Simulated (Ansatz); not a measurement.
Energy landscape of CF4, singlet: flattening of a tetrahedron along the D2d path, bond length relaxed. Scanned: the two opposite F-C-F angles (109.47 = tetrahedral, 180 = square planar). Other coordinates (C-F bond length) were minimised at PBE0/def2-TZVP.

Computed with CCSD(T) on RHF/aug-cc-pVTZ, frozen core run with Ansatz (a program for electronic structure).

Scanned values (°): 90, 96.50, 101.50, 106.34, 109.47, 116.50, 123, 133, 143, 153, 163, 173, 180.

**Question.** Locate the minima and the barriers on this grid.

**Answer.** Lower than their neighbours: 109.47° (0.0 mEh). Higher than their neighbours: 90° (62.4 mEh, end of the scan), 180° (207.7 mEh, end of the scan). The whole profile spans 207.7 mEh.
